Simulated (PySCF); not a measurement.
Compound: C₅H₁₁N.
Cartesian coordinates in Å at the GFN2-xTB level; atoms count from 1:
```
atom  x, y, z in Å
C1     2.9201   -0.4673   -0.1156
C2     1.7345   -0.7685    0.3789
C3     0.4340   -0.3514   -0.2294
C4    -0.4105    0.4547    0.7633
C5    -1.7053    0.9955    0.1352
N6    -2.6646   -0.0037   -0.2941
H7     3.0254    0.1088   -1.0207
H8     3.8347   -0.7843    0.3558
H9     1.6548   -1.3479    1.2905
H10    0.6195    0.2477   -1.1238
H11   -0.1177   -1.2489   -0.5286
H12   -0.6611   -0.1730    1.6235
H13    0.1779    1.2992    1.1277
H14   -2.2102    1.6367    0.8639
H15   -1.4589    1.6080   -0.7364
H16   -2.2726   -0.5792   -1.0313
H17   -2.9068   -0.6143    0.4796
```

Computed at PBE0/pcSseg-1 (PySCF, non-relativistic), with Q(14N) = 0.02044 b: N6, 14N (I = 1): χzz = -5.499 MHz, η = 0.104.

Q: Where would the pure quadrupole (NQR) lines of 14N at N6 fall for the rigid, isolated species?

A: From ν± = (3/4)|χ|(1 ± η/3) and ν0 = |χ|η/2: ν+ 4.267 MHz, ν− 3.981 MHz, ν0 0.286 MHz (primary amine nitrogen).

In a crystal, neighbours and librations shift these lines. GFN2-xTB bond lengths can be off by several hundredths of an ångström, more for odd bonds, and the gradients follow them. A larger basis could move these couplings by a tenth or more.

One conformer stands for the species.
